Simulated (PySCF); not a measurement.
Scan of AlF3, singlet: umbrella (inversion) coordinate, bond length relaxed. Scanned: angle between the Al-F bonds and the threefold axis (90 = planar). Other coordinates (Al-F bond length) were minimised at B3LYP/def2-TZVP.

- RKS-LDA (SVWN5)/6-31G* = restricted LDA (SVWN5)/6-31G*, spherical d run with PySCF 2.14.0
- CCSD(T) on RHF/cc-pVDZ, 8 core orbitals frozen (PySCF)

Energies relative to the lowest point of each profile, in kcal/mol:

| a / ° | RKS-LDA (SVWN5)/6-31G* |
|---|---|
| 93 | 0.5 |
| 96 | 1.9 |
| 99 | 4.2 |
| 102 | 7.4 |
| 105 | 11.7 |
| 108 | 17.0 |
| 117 | 40.0 |
| 120 | 50.4 |
| 123 | 62.5 |
| 126 | 76.6 |
| 129 | 93.2 |
| 132 | 112.8 |

**Question.** Predict the corresponding CCSD(T) column.

**Answer.** 93: 0.5; 96: 2.0; 99: 4.6; 102: 8.3; 105: 13.0; 108: 18.9; 117: 44.8; 120: 56.5; 123: 70.1; 126: 85.8; 129: 104.2; 132: 125.6 (kcal/mol).
